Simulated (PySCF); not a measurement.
## Bond curve of NaP⁺

Set-up: basis Na aug-cc-pVDZ, P aug-cc-pV(D+d)Z; no relativity; PySCF 2.14. Energies in eV from Na⁺ + P in their ground configurations at the same level. State: ⁴Σ⁻ (quartet), unpaired electrons σ ↑, π ↑↑.

All columns are PBE0. A positive dipole points towards P; it is taken about the centre of mass and depends on that origin.

```csv
R (Å),E (eV),μ (D),Mulliken charge on Na (basis-dependent),HOMO (eV),LUMO (eV),Mayer bond order,⟨S²⟩
2.673,-0.140,-5.32,0.96,-12.69,-8.50,0.09,3.75
2.797,-0.205,-5.68,0.93,-12.52,-8.37,0.14,3.75
2.921,-0.238,-6.06,0.91,-12.36,-8.23,0.17,3.75
3.015,-0.249,-6.35,0.90,-12.25,-8.12,0.19,3.75
3.108,-0.252,-6.64,0.89,-12.14,-8.01,0.19,3.75
3.201,-0.248,-6.94,0.89,-12.03,-7.90,0.19,3.75
3.326,-0.238,-7.35,0.90,-11.88,-7.75,0.19,3.75
3.481,-0.219,-7.86,0.91,-11.71,-7.56,0.17,3.75
3.667,-0.192,-8.49,0.92,-11.51,-7.34,0.14,3.75
3.916,-0.157,-9.34,0.94,-11.27,-7.07,0.11,3.75
```

A fit through these points gives, at Re = 3.097 Å, μ = -6.61 D and dμ/dR = -3.18 D/Å; the reduced mass is 13.2 u.

Q: How strong is the fundamental in the double-harmonic approximation, I = 42.26·(dμ/dR)²/μred km/mol?

A: I = 42.26·(-3.18)²/13.2 = 32.4 km/mol at PBE0.

The bond is weak. Basis-set superposition, not corrected here, can be much of De in a small basis, most of all at correlated wavefunction levels. For an ion De counts to the pair picked by the measured ionisation energies or electron affinities, which need not be the lowest pair at this level. The state was picked by a PBE0 search and need not be the measured ground state.
